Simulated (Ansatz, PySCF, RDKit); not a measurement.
Complex: C2H2 (SMILES C#C) (first 4 atoms) with H2O (SMILES O); geometry from S66by8 set.
(charge 0, multiplicity 1):
```
atom    x (Å)    y (Å)    z (Å)
----  -------  -------  -------
C     -1.1076   0.0464   0.0364
H     -0.0417   0.0161   0.0118
C     -2.3195   0.0802   0.0637
H     -3.3800   0.1105   0.0883
O      2.4109  -0.0781  -0.0618
H      2.9813  -0.6678   0.4353
H      2.9829   0.2729  -0.7471
```

Interaction energies are E(AB) − E(A) − E(B) at the monomers' geometry in the complex; basis-set methods are counterpoise corrected. Rows marked so take none. RDKit's UFF carries no charges.

Rows in 6-31G* carry no dispersion term and start afresh at each structure (6-31G* with six Cartesian d functions). MP2/6-31G* freezes PySCF's default core.

The values were computed with Ansatz (a first-principles code); PySCF for 6-31G* rows; RDKit for the force fields. Each number belongs to the level named beside it.

Task: Estimate the interaction energy that MP2/6-31G* (no counterpoise) returns for this input.

Result: -161 meV

Task: What interaction energy does UFF give?

Result: 17 meV

Task: Predict the interaction energy from wB97M-V/def2-TZVPPD.

Result: -111 meV
